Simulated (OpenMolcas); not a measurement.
**A workflow on PH (SMILES [PH])**

We compute a single-point energy (UHF/pcseg-0), then the energy (CASSCF(4,4)/pcseg-0), then a single-point energy (CASPT2(4,4)/pcseg-0), then a single-point energy (SC-NEVPT2(4,4)/pcseg-0), then the energy (MRCI(4,4)/pcseg-0) of PH. 

Program for the calculation: OpenMolcas 26.06.

## 1. The system as given

PH has 2 atoms, charge 0, and is taken as a triplet. As SMILES, `[PH]`. The P1–H2 distance was set to 2.142 Å, away from the relaxed value.

## 2. A single-point energy at UHF/pcseg-0 (run 1)

Input file step1.input:

```
* HP Hartree-Fock

&GATEWAY
 BasLib=$CurrDir
 Coord
 2
 angstrom
 P        0.000000       0.000000      -0.728720
 H        0.000000       0.000000       1.413680
 Basis=pcseg-0
 Group=NoSym

&SEWARD

&SCF
 UHF
 Spin=3
 Scramble=0.25
 PrOrbitals=1 1
```

The basis set pcseg-0 is read from a file made from the Basis Set Exchange's data (not shown).

The run is started by

```bash
export MOLCAS_MEM=1860
pymolcas step1.input > step1.log
```

Output:

```text
--- Start Module: gateway ---
[...]
--- Stop Module: gateway /rc=_RC_ALL_IS_WELL_ ---
--- Start Module: seward ---
[...]
      Basis functions           15
--- Stop Module: seward /rc=_RC_ALL_IS_WELL_ ---
--- Start Module: scf ---
[...]
       Convergence after  39 Iterations
[...]
::    Total SCF energy                               -340.7728285647
[...]
      Total spin, S                                     1.0819866889
[...]
      Total electronic charge=   16.000000
      Total            charge=   -0.000000
[...]
      Dipole Moment (debye):
      Origin of the operator (angstrom)=    0.0000    0.0000   -0.6612
                   X= -4.5466E-06               Y=  6.8166E-06               Z= -6.5492E-01           Total=  6.5492E-01
      Quadrupole Moment (debye*angstrom):
[...]
--- Stop Module: scf /rc=_RC_ALL_IS_WELL_ ---
[...]
```

Wall time 1.9 s (1 thread of Arm Neoverse V2, shared host); peak memory 0.37 GiB.

## 3. A single-point energy at CASSCF(4,4)/pcseg-0 (run 2)

Input file step2.inp:

```
&GATEWAY
BasLib=$CurrDir
Coord
2
angstrom
P        0.000000       0.000000      -0.728720
H        0.000000       0.000000       1.413680
Basis=pcseg-0
Group=NoSym
&SEWARD
&RASSCF
FileOrb=$CurrDir/step1.UnaOrb
Spin=3
Nactel=4 0 0
Inactive=6
Ras2=4
OrbListing=Nothing
OrbAppear=Compact
```

The basis set pcseg-0 is read from a file made from the Basis Set Exchange's data (not shown).

The run is started by

```bash
export MOLCAS_MEM=1860
pymolcas step2.inp > step2.log
```

Output:

```text
--- Start Module: gateway ---
[...]
--- Stop Module: gateway /rc=_RC_ALL_IS_WELL_ ---
--- Start Module: seward ---
[...]
      Basis functions           15
--- Stop Module: seward /rc=_RC_ALL_IS_WELL_ ---
--- Start Module: rasscf ---
[...]
      Number of active orbitals                  4
[...]
      Spin quantum number                      1.0
[...]
      Active orbitals                            4
[...]
      Number of CSFs                            15
[...]
      Number of root(s) required                 1
[...]
      Convergence after  9 iterations
[...]
      printout of CI-coefficients larger than  0.05 for root  1
      energy=    -340.822968
      conf/sym  1111     Coeff  Weight
             1  2uu0  -0.93489 0.87402
             6  uduu   0.14304 0.02046
             9  uudu  -0.08259 0.00682
            10  uuud  -0.11679 0.01364
            15  0uu2   0.29165 0.08506
      Natural orbitals and occupation numbers for root  1
      sym 1:   1.788961   1.000000   1.000000   0.211039
      ************************************************************************************************************************
      *                                                    Final results                                                     *
[...]
::    RASSCF root number  1 Total energy:   -340.82296811
[...]
      Total electronic charge=   16.000000
      Total            charge=   -0.000000
[...]
      Dipole Moment (debye):
      Origin of the operator (angstrom)=    0.0000    0.0000   -0.6612
                   X=  7.6424E-08               Y= -8.9135E-08               Z= -2.2619E-01           Total=  2.2619E-01
      Quadrupole Moment (debye*angstrom):
[...]
--- Stop Module: rasscf /rc=_RC_ALL_IS_WELL_ ---
[...]
```

Wall time 1.5 s (1 thread of Arm Neoverse V2, shared host); peak memory 0.37 GiB.

## 4. A single-point energy at CASPT2(4,4)/pcseg-0 (run 3)

Input file step3.input:

```
&gateway
 baslib=$CurrDir
 coord
 2
 angstrom
 P        0.000000       0.000000      -0.728720
 H        0.000000       0.000000       1.413680
 basis=pcseg-0
 group=NoSym

&seward

&rasscf
 fileorb=$CurrDir/step2.RasOrb
 spin=3
 nactel=4 0 0
 inactive=6
 ras2=4
 orblisting=Nothing
 orbappear=Compact

&caspt2
 imaginary=0.1
 frozen=5
```

The basis set pcseg-0 is read from a file made from the Basis Set Exchange's data (not shown).

The run is started by

```bash
export MOLCAS_MEM=1860
pymolcas step3.input > step3.log
```

Output:

```text
--- Start Module: gateway ---
[...]
--- Stop Module: gateway /rc=_RC_ALL_IS_WELL_ ---
[...]
      Basis functions           15
[...]
--- Start Module: rasscf ---
[...]
      Number of active orbitals                  4
[...]
      Spin quantum number                      1.0
[...]
      Active orbitals                            4
[...]
      Number of CSFs                            15
[...]
      Number of root(s) required                 1
[...]
      Convergence after  4 iterations
[...]
      printout of CI-coefficients larger than  0.05 for root  1
      energy=    -340.822968
      conf/sym  1111     Coeff  Weight
             1  2uu0  -0.93489 0.87402
             6  uduu   0.14304 0.02046
             9  uudu  -0.08259 0.00682
            10  uuud  -0.11679 0.01364
            15  0uu2   0.29165 0.08506
      Natural orbitals and occupation numbers for root  1
      sym 1:   1.788961   1.000000   1.000000   0.211039
      ************************************************************************************************************************
      *                                                    Final results                                                     *
[...]
::    RASSCF root number  1 Total energy:   -340.82296811
[...]
      Total electronic charge=   16.000000
      Total            charge=   -0.000000
[...]
      Dipole Moment (debye):
      Origin of the operator (angstrom)=    0.0000    0.0000   -0.6612
                   X=  7.0488E-09               Y= -8.2167E-09               Z= -2.2618E-01           Total=  2.2618E-01
      Quadrupole Moment (debye*angstrom):
[...]
--- Stop Module: rasscf /rc=_RC_ALL_IS_WELL_ ---
--- Start Module: caspt2 ---
[...]
 ###    WARNING: User changed nr of frozen orbitals.                         ###
 ###############################################################################
[...]
      E2 (Variational):          -0.0161388504
      Total energy:            -340.8391069631
[...]
      Reference weight:           0.99244
[...]
::    CASPT2 Root  1     Total energy:   -340.83910696
[...]
--- Stop Module: caspt2 /rc=_RC_ALL_IS_WELL_ ---
[...]
```

Run time: 1.5 s. Hardware: 1 thread of Arm Neoverse V2, shared host; peak memory 0.37 GiB.

## 5. A single-point energy at SC-NEVPT2(4,4)/pcseg-0 (run 4)

Input file step4.inp:

```
>>> EXPORT MOLCAS_PRINT=2

&GATEWAY
 BasLib=$CurrDir
 Coord
 2
 angstrom
 P        0.000000       0.000000      -0.728720
 H        0.000000       0.000000       1.413680
 Basis=pcseg-0
 Group=NoSym

&SEWARD

&RASSCF
 FileOrb=$CurrDir/step2.RasOrb
 Spin=3
 Nactel=4 0 0
 Inactive=6
 Ras2=4
 OrbListing=Nothing
 OrbAppear=Compact

&CASPT2
 SC-NEVPT2
 Frozen=5
```

The basis set pcseg-0 is read from a file made from the Basis Set Exchange's data (not shown).

The run is started by

```bash
export MOLCAS_MEM=1860
pymolcas step4.inp > step4.log
```

Output:

```text
--- Start Module: gateway ---
[...]
--- Stop Module: gateway /rc=_RC_ALL_IS_WELL_ ---
[...]
      Basis functions           15
[...]
--- Start Module: rasscf ---
[...]
      Number of active orbitals                  4
[...]
      Spin quantum number                      1.0
[...]
      Active orbitals                            4
[...]
      Number of CSFs                            15
[...]
      Number of root(s) required                 1
[...]
      Convergence after  4 iterations
[...]
      printout of CI-coefficients larger than  0.05 for root  1
      energy=    -340.822968
      conf/sym  1111     Coeff  Weight
             1  2uu0  -0.93489 0.87402
             6  uduu   0.14304 0.02046
             9  uudu  -0.08259 0.00682
            10  uuud  -0.11679 0.01364
            15  0uu2   0.29165 0.08506
      Natural orbitals and occupation numbers for root  1
      sym 1:   1.788961   1.000000   1.000000   0.211039
      ************************************************************************************************************************
      *                                                    Final results                                                     *
[...]
::    RASSCF root number  1 Total energy:   -340.82296811
[...]
      Total electronic charge=   16.000000
      Total            charge=   -0.000000
[...]
      Dipole Moment (debye):
      Origin of the operator (angstrom)=    0.0000    0.0000   -0.6612
                   X=  7.0488E-09               Y= -8.2167E-09               Z= -2.2618E-01           Total=  2.2618E-01
      Quadrupole Moment (debye*angstrom):
[...]
--- Stop Module: rasscf /rc=_RC_ALL_IS_WELL_ ---
--- Start Module: caspt2 ---
[...]
 ###    WARNING: User changed nr of frozen orbitals.                         ###
 ###############################################################################
[...]
      E2 (Variational):          -0.0151430026
[...]
      E2 (Variational):          -0.0151208818
      Total energy:            -340.8380889945
[...]
      Reference weight:           0.99337
[...]
::    SC-NEVPT2 Root  1     Total energy:   -340.83808899
[...]
--- Stop Module: caspt2 /rc=_RC_ALL_IS_WELL_ ---
[...]
```

It took 1.5 s on 1 thread of Arm Neoverse V2, shared host; peak memory 0.37 GiB.

## 6. The energy at MRCI(4,4)/pcseg-0 (run 5)

Input file step5.inp:

```
&gateway
baslib=$CurrDir
coord
2
angstrom
P        0.000000       0.000000      -0.728720
H        0.000000       0.000000       1.413680
basis=pcseg-0
group=NoSym
&seward
&rasscf
fileorb=$CurrDir/step2.RasOrb
spin=3
nactel=4 0 0
inactive=6
ras2=4
orblisting=Nothing
orbappear=Compact
&motra
lumorb
frozen=5
&guga
electrons=6
spin=3
inactive=1
active=4
ciall=1
&mrci
sdci
```

The basis set pcseg-0 is read from a file made from the Basis Set Exchange's data (not shown).

The run is started by

```bash
export MOLCAS_MEM=1860
pymolcas step5.inp > step5.log
```

Output:

```text
--- Start Module: gateway ---
[...]
--- Stop Module: gateway /rc=_RC_ALL_IS_WELL_ ---
[...]
      Basis functions           15
[...]
      Number of active orbitals                  4
[...]
      Spin quantum number                      1.0
[...]
      Active orbitals                            4
[...]
      Number of CSFs                            15
[...]
      Number of root(s) required                 1
[...]
      Convergence after  4 iterations
[...]
      printout of CI-coefficients larger than  0.05 for root  1
      energy=    -340.822968
      conf/sym  1111     Coeff  Weight
             1  2uu0  -0.93489 0.87402
             6  uduu   0.14304 0.02046
             9  uudu  -0.08259 0.00682
            10  uuud  -0.11679 0.01364
            15  0uu2   0.29165 0.08506
      Natural orbitals and occupation numbers for root  1
      sym 1:   1.788961   1.000000   1.000000   0.211039
      ************************************************************************************************************************
      *                                                    Final results                                                     *
[...]
::    RASSCF root number  1 Total energy:   -340.82296811
[...]
      Dipole Moment (debye):
      Origin of the operator (angstrom)=    0.0000    0.0000   -0.6612
                   X=  7.0488E-09               Y= -8.2167E-09               Z= -2.2618E-01           Total=  2.2618E-01
      Quadrupole Moment (debye*angstrom):
[...]
      *** WARNING: Default frozen orbitals is overwritten by user input.
      *** Default values:   5
[...]
--- Start Module: guga ---
[...]
--- Stop Module: guga /rc=_RC_ALL_IS_WELL_ ---
--- Start Module: mrci ---
[...]
       (But an ACPF correction will be computed)
       USE THE DEFAULT ACPF G-VALUE GFAC=  0.33333333333333331
[...]
                      CI ENERGY:  -340.84360057
[...]
                ACPF CORRECTION:    -0.00017623
[...]
      Total electronic charge=   16.000000
      Total            charge=   -0.000000
[...]
     ACPF CORRECTION:     -0.00017623
[...]
  CI State   1     Total energy:   -340.84360057     QDav:     -0.00026547     QACPF:     -0.00017623
[...]
--- Stop Module: mrci /rc=_RC_ALL_IS_WELL_ ---
[...]
```

It took 1.6 s on 1 thread of Arm Neoverse V2, shared host; peak memory 0.37 GiB.

## 7. Outcome

```
                                                     quantity          value
                             run 1, UHF/pcseg-0: total energy  -340.77283 Eh
                            run 1, UHF/pcseg-0: dipole moment         0.65 D
       run 1, UHF/pcseg-0: HOMO energy (highest over α and β)       -9.72 eV
        run 1, UHF/pcseg-0: LUMO energy (lowest over α and β)        0.89 eV
                                     run 1, UHF/pcseg-0: ⟨S²⟩          2.253
                     run 2, CASSCF(4,4)/pcseg-0: total energy  -340.82297 Eh
   run 2, CASSCF(4,4)/pcseg-0: dipole moment (CASSCF density)         0.23 D
                     run 3, CASPT2(4,4)/pcseg-0: total energy  -340.83911 Eh
   run 3, CASPT2(4,4)/pcseg-0: dipole moment (CASSCF density)         0.23 D
                  run 4, SC-NEVPT2(4,4)/pcseg-0: total energy  -340.83809 Eh
run 4, SC-NEVPT2(4,4)/pcseg-0: dipole moment (CASSCF density)         0.23 D
                       run 5, MRCI(4,4)/pcseg-0: total energy  -340.84360 Eh
     run 5, MRCI(4,4)/pcseg-0: dipole moment (CASSCF density)         0.23 D
```

⟨S²⟩ (run 1, UHF/pcseg-0) is 2.25 where a pure triplet has 2.00: the reference is spin-contaminated. The run (run 1, UHF/pcseg-0) may have ended on a state above the lowest.
